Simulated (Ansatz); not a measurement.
**C2H2FNO: a ladder of functionals and wavefunction methods**

Aim: compute C2H2FNO with functionals from several rungs and with coupled cluster. The yardstick is the atomisation energy at the CCSD(T) limit.

Program: Ansatz 0.2.0, Gaussian basis. Level of theory: functionals in def2-TZVPP, the program's frozen cores in correlated methods. These are calculated values, not measurements.

Plan: LDA (SPW92), PBE-D4, revPBE-D4, BLYP-D4, r2SCAN-D4, B97M-V, PBE0-D4, B3LYP-D4, r2SCANh-D4, r2SCAN0-D4, HSE06-D4, BHLYP-D4, CAM-B3LYP-D4, LC-ωPBE, ωB97X-V, ωB97M-V, B2PLYP, PBE-QIDH; CCSD(T)/def2-SVP; CCSD(T)/def2-TZVPP; MP2/def2-QZVPP; extrapolation to the limit; RPA on PBE.

## (1) The geometry

An earlier PBE0-D4 in a triple-zeta def2 set relaxation fixed the geometry.

SMILES `N=C(F)C=O`, 7 atoms, charge 0, spin multiplicity 1.

Atoms are counted from 1 here; the program's logs count them from 0.

Bond lengths: N1–C2 1.248 Å, N1–H6 1.019 Å, C2–F3 1.330 Å, C2–C4 1.501 Å, C4–O5 1.195 Å, C4–H7 1.104 Å. Angles: C2–N1–H6 112.6°, N1–C2–F3 125.1°, N1–C2–C4 120.8°, F3–C2–C4 114.1°, C2–C4–O5 123.3°, C2–C4–H7 112.7°, O5–C4–H7 124.1°.

## (2) LDA

This LDA is Slater exchange with PW92 correlation.

in.yaml reads:

```yaml
crystal:
  periodic: [false, false, false]
  atoms:
    - {symbol: N, position_ang: [-1.315363, -0.359736, 0.319704]}
    - {symbol: C, position_ang: [-0.133430, 0.037743, 0.374898]}
    - {symbol: F, position_ang: [0.467836, 0.501162, 1.466407]}
    - {symbol: C, position_ang: [0.740435, 0.021932, -0.844831]}
    - {symbol: O, position_ang: [1.876692, 0.391471, -0.842175]}
    - {symbol: H, position_ang: [-1.793483, -0.293918, 1.217562]}
    - {symbol: H, position_ang: [0.218512, -0.366654, -1.737266]}
basis:
  gaussian: {orbitals: def2-TZVPP}
hamiltonian: {xc: lda}
output: {orbitals: {seedname: orbitals}}
```

The run is started by

```bash
$ ansatz run in.yaml --threads 2 --pin off --events-out ev --progress --plain --max-ram 4352MiB
```

After this run come: PBE-D4 (GGA); revPBE-D4 (GGA); BLYP-D4 (GGA); r2SCAN-D4 (meta-GGA); B97M-V (meta-GGA); PBE0-D4 (hybrid); B3LYP-D4 (hybrid); r2SCANh-D4 (hybrid); r2SCAN0-D4 (hybrid); HSE06-D4 (hybrid); BHLYP-D4 (hybrid); CAM-B3LYP-D4 (range-separated); LC-ωPBE (range-separated); ωB97X-V (range-separated); ωB97M-V (range-separated); B2PLYP (double hybrid); PBE-QIDH (double hybrid); CCSD(T) in def2-SVP; CCSD(T) in def2-TZVPP; MP2 in def2-QZVPP; RPA on PBE orbitals.

Before running them: what should the planned runs give, taken together? Wanted: atomisation energy, CCSD(T)/CBS; farthest beyond LDA; mean size of error, GGA; mean size of error, meta-GGA; mean size of error, hybrid; mean size of error, range-separated; mean size of error, double hybrid; gap, smallest and largest; T1 diagnostic.

**Answer**, as computed:

| quantity | value |
| --- | --- |
| atomisation energy, CCSD(T)/CBS | 2991.6 kJ/mol |
| functionals within 15.0 kJ/mol (0.5 %) | B2PLYP |
| farthest beyond LDA | PBE-D4 (+182.1 kJ/mol) |
| mean size of error, GGA | 109.3 kJ/mol |
| mean size of error, meta-GGA | 20.0 kJ/mol |
| mean size of error, hybrid | 62.5 kJ/mol |
| mean size of error, range-separated | 25.9 kJ/mol |
| mean size of error, double hybrid | 16.7 kJ/mol |
| gap, smallest and largest | 2.90 eV (LDA (SPW92)), 11.05 eV (LC-ωPBE) |
| T1 diagnostic | 0.0147 |
| triples share of the correlation energy | 4.1 % |

In words: LDA overbinds by 624.6 kJ/mol (21 %). PBE-D4 misses by +182.1 kJ/mol. Double hybrids carry the basis error of their MP2 part in triple zeta, and no dispersion term here, so their miss is partly the set-up's. By mean error the best rung here is double hybrid (16.7 kJ/mol) and the worst beyond LDA is GGA (109.3 kJ/mol). The gap between the best rungs is small, so their order is not settled. The reference freezes the cores and leaves out relativity and excitations past (T), so misses under about 15.0 kJ/mol can't be ranked. Hartree-Fock recovers 65 % of the binding; the rest is correlation. CCSD(T) in def2-SVP is off by -157.9 kJ/mol, worse than the median functional, from the basis alone. The gap grows from 2.9 to 11.1 eV across the functionals, mostly with the share of exact exchange. The restricted reference is unstable towards a spin-broken one.
